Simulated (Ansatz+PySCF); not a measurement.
## singlet HNO: levels of theory in one basis

```
atom   x (Å)    y (Å)    z (Å)
   N  0.0000   0.4274  -0.3864
   H  0.0000   1.3024   0.2308
   O  0.0000  -0.5368   0.3092
```

Basis set: def2-SVP (spherical functions). Frozen core: 2 orbitals. Charge 0, multiplicity 1.

Computed with Ansatz (development build ahead of 0.2.0); each method stands on the lowest determinant of its kind that the runs found. NEVPT2 correlates all electrons. Active spaces start from the frontier orbitals, and the lowest solution found is given.

```tsv
method	E − E(RHF) (eV)	<S²> of the determinant
RHF	0.00	0.00
UHF	-0.10	0.42
UHF-MP2	-8.90	0.42
RHF-CCSD	-9.76	–
UHF-CCSD	-9.74	0.42
RHF-CCSD(T)	-10.08	–
UHF-CCSD(T)	-10.04	0.42
CASSCF(12,9)	-3.62	–
CASSCF(2,2)	-1.29	–
SC-NEVPT2(2,2)	-9.50	–
SC-NEVPT2(12,9)	-9.19	–
```

Q: What does RHF-MP2 give on the same scale?

A: -9.42 eV.

Q: Is a single determinant a sound starting point here?

A: Only with care. Unrestricted orbitals gain 0.10 eV and <S²> is 0.42 against 0.00 for a pure state, so spin symmetry breaks but gains little energy; restricted orbitals can still serve. The CASSCF(12,9) natural occupations are 2.00, 2.00, 1.99, 1.98, 1.97, 1.92, 0.09, 0.03, 0.03. The CASSCF(2,2) natural occupations are 1.89, 0.11.

Caution for UHF, UHF-MP2, UHF-CCSD, UHF-CCSD(T): the unrestricted determinant is spin contaminated; the determinant breaks the point group. Caution for UHF-MP2: another reference gives a lower total. Caution for CASSCF(2,2): other starts end on other solutions of this active space.
